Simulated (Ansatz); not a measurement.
# AlO− (singlet): wave-function methods side by side, aug-cc-pVTZ

One table from this session's results is given with a row withheld; the runs are named, their logs left out.

Method: aug-cc-pVTZ, core rule «outside noble gas», up to 6 orbitals frozen; program: Ansatz 0.2.0, Gaussian basis.

To be run: UHF; CCSD(T) on RHF; BCCD(T) on RHF; CCSDT(Q) on RHF.

12 further runs of the same task are left out: 8 for a known fault of the program, 4 set aside as unsound or not needed.

## What is computed

The geometry is a PBE0/def2-TZVPD stationary point (not a proven minimum) of the parent state, kept for this charge and spin.

2 atoms, charge -1, spin multiplicity 1.

Atoms are counted from 1 here; the program's logs count them from 0.

Bond lengths: Al1–O2 1.657 Å.

As a file:

```xyz
2

Al    0.0000    0.0000    0.0000
O     0.0000    0.0000    1.6569
```

The first run:

in.yaml reads:

```yaml
crystal:
  periodic: [false, false, false]
  atoms:
    - {symbol: Al, position_ang: [0.000000, 0.000000, 0.000000]}
    - {symbol: O, position_ang: [0.000000, 0.000000, 1.656900]}
basis:
  gaussian: {orbitals: aug-cc-pVTZ}
total_charge: -1
magnetization: {spin_polarized: true, initial_magnetization: 0}
hamiltonian: {xc: hf}
output: {orbitals: {seedname: orbitals}}
```

Launch:

```
$ ansatz run in.yaml --threads 1 --pin off --events-out ev --progress --plain --max-ram 4096MiB --backend cpu
```

Among the steps run: UHF; CCSD(T) on RHF; BCCD(T) on RHF; CCSDT(Q) on RHF.

One of the session's tables, all rows but one given; the rest of the session is left out.

```
   method  from RCCSDT(Q) (kJ/mol)
      RHF                   +937.7
     RMP2                    +43.3
    RCCSD                    +56.3
 RCCSD(T)                     +5.3
  BCCD(T)                        ?
   RCCSDT                     +5.2
RCCSDT(Q)                        0
```

Estimate the missing values for BCCD(T).

The run gave: from RCCSDT(Q) (kJ/mol): +4.4. In the column «from RCCSDT(Q) (kJ/mol)» it lies between RCCSDT(Q) (0) and RCCSDT (+5.2).
